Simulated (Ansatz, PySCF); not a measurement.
Process, species as SMILES: COC → COC as doublet, charge +1 + e-
Geometries: B3LYP-D3(BJ)/def2-TZVP minima from Ansatz (an electronic-structure program). A spin state is the lowest found, not a proven ground state.

Quantity: adiabatic ionisation energy (0 K, with B3LYP-D3(BJ) harmonic zero-point energies from PySCF), in eV. Valence correlation only, unless marked. UHF or UKS for open shells. No spin-orbit coupling. Non-relativistic. CBS(X,Y): correlation extrapolated as X^-3; Hartree-Fock from the larger set. [CCSD(T)-MP2]/basis is that difference in the basis named.

```
level                   program  adiabatic ionisation energy (eV)
----------------  -------------  --------------------------------
HF/STO-3G                Ansatz                              6.36
HF-D4/def2-TZVPD  PySCF + dftd4                              8.73
```

Question: Estimate the value at RI-MP2/CBS(aug-cc-pVTZ,aug-cc-pVQZ)+[CCSD(T)-MP2]/aug-cc-pVTZ as computed with Ansatz.

Answer: 10.01 eV
